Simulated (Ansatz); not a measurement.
Worked example: correlation energy of CO, triplet

Geometry: a PBE0/def2-TZVP stationary point for this spin. The singlet lies 5.9 eV lower here.

```xyz
2

O     0.0000    0.0000    0.0000
C     0.0000    0.0000    1.1955
```

Basis cc-pVDZ; Ansatz 0.2.0. Correlated methods freeze the noble-gas cores, which leaves 10 electrons in 26 orbitals. Prefix R: restricted or restricted open-shell reference; prefix U: unrestricted.

Full CI isn't at hand for all of this; UCCSDTQ serves as the reference, and is uncertain by about the last step of the cluster series.

Unrestricted rows (U) aren't spin-pure: their determinants' ⟨S²⟩ exceeds S(S+1) by up to 0.20, so they mix in states of higher spin.

Runs differ by some tens of microhartree through their thresholds and, for an open shell, their frozen cores, so steps under 0.03 kcal/mol mean nothing.

```json
{"level": "UHF", "total energy (hartree)": "-112.557408"}
{"level": "UMP2", "total energy (hartree)": "-112.800075"}
{"level": "UCCSD", "total energy (hartree)": "-112.823428"}
{"level": "UCCSD(T)", "total energy (hartree)": "-112.832280"}
{"level": "UCCSDT", "total energy (hartree)": "-112.833858"}
{"level": "UCCSDT(Q)", "total energy (hartree)": "-112.835093"}
{"level": "UCCSDTQ", "total energy (hartree)": "-112.834706"}
```

Question: What is the correlation energy at UCCSDTQ, and what share of it do UMP2 and UCCSDT recover?

Answer: E(corr) = -112.834706 − (-112.557408) = -0.277298 hartree = -7.546 eV. UMP2: -0.242667 / -0.277298 = 87.51 %. UCCSDT: -0.276450 / -0.277298 = 99.69 %.

Question: By how many kcal/mol does UCCSD(T) miss UCCSDTQ (1 hartree = 627.509 kcal/mol), and which steps make up the rest?

Answer: -112.832280 − (-112.834706) = 0.002426 hartree = 1.52 kcal/mol. Steps: UCCSDT − UCCSD(T) = -0.99, UCCSDT(Q) − UCCSDT = -0.77, UCCSDTQ − UCCSDT(Q) = 0.24 kcal/mol. Differences between like states or geometries often cancel part of this.
